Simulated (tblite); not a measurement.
Compound: C4H5P.
SMILES: `C1=CPC=C1`

Method: GFN2-xTB as coded in tblite; computed harmonic values from a numerical Hessian at the method's own geometry, unscaled. This tight-binding method is rough: wavenumbers can miss measured ones by several per cent, in bad cases by 10 to 20. Modes of hydrogen on phosphorus can be 10 to 20 % off.

Harmonic wavenumbers (cm⁻¹): 287.8, 437.5, 538.9, 656.7, 672.6, 709.3, 775.8, 804.5, 808.0, 842.1, 874.1, 885.3, 1032.1, 1090.3, 1091.0, 1226.9, 1320.5, 1484.8, 1581.9, 2265.5, 3081.4, 3089.3, 3106.9, 3108.0.

A = 7559, B = 5041, C = 3093 MHz; mass 84.013 u (most abundant isotopes); point group Cs, symmetry number 1.

Task: What is the zero-point energy?

Result: ½Σν̃ = 15886 cm⁻¹ = 190.03 kJ/mol.

Task: What is S at 400 K and 1 bar for an ideal gas of classical rigid rotors and harmonic oscillators?

Result: Translation 170.23, rotation 110.00, vibration 40.41: S = 320.6 J/(mol K).

Task: And Cp and H(400 K) − H(0)?

Result: Cp = 108.33 J/(mol K), of which vibrations give 75.07 (their classical limit is 24 R = 199.5); H(400 K) − H(0) = 24.46 kJ/mol without the zero-point energy, 11.15 from vibrations.

Task: What must be added to the electronic energy to get the Gibbs energy at 400 K and 1 bar?

Result: ZPE + [H(400 K) − H(0)] − T·S = 190.03 + 24.46 − 128.25 = 86.24 kJ/mol.

Task: How do the functions run with temperature in this model?

Result: 
```tsv
T (K)	S (J/(mol K))	Cp (J/(mol K))	H − H(0) (kJ/mol)	G − H(0) (kJ/mol)	ln q(vib)
100	235.0	36.6	3.40	-20.10	0.02
200	265.3	55.7	7.88	-45.18	0.24
300	293.1	83.4	14.83	-73.10	0.76
500	347.0	128.0	36.32	-137.19	2.40
800	416.3	165.5	80.96	-252.06	5.42
1000	454.9	180.8	115.67	-339.26	7.44
```

q(vib) and H(0) count from the zero-point level.

Hindered rotation and anharmonicity are outside this model.

Hardware: one thread, x86-64 server, no GPU, shared host. This covers the Hessian and the dipole derivatives.
